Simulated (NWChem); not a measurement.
# Correlation energy of HLi

SMILES: [LiH]
```xyz
2

Li     0.0000     0.0000     0.3994
H      0.0000     0.0000    -1.1982
```
Charge 0, spin multiplicity 1.

All runs are NWChem calculations. All single points use one geometry, from PBE0/def2-SVP, a minimum by its harmonic frequencies.

Basis set: def2-TZVP. Each correlation energy counts from its own Hartree-Fock reference.

```csv
method,correlation energy (mHa),difference from CCSD(T)
SCS-MP2,-61.4,+1.5
CCSD,-62.9,+0.1
CR-CCSD[T],-62.9,0.0
CR-CCSD(T),-62.9,0.0
CCSDT,-63.0,0.0
CCSD(T),-62.9,0.0
MP2,-51.5,+11.4
CCSD+T(CCSD),-62.9,0.0
```

The values span 11.5 mHa, from CCSDT (lowest) to MP2 (highest). 

The correlated methods freeze no orbitals. The structure started from a generated list of species. Differences from the coupled-cluster row are differences between methods, not errors against experiment.
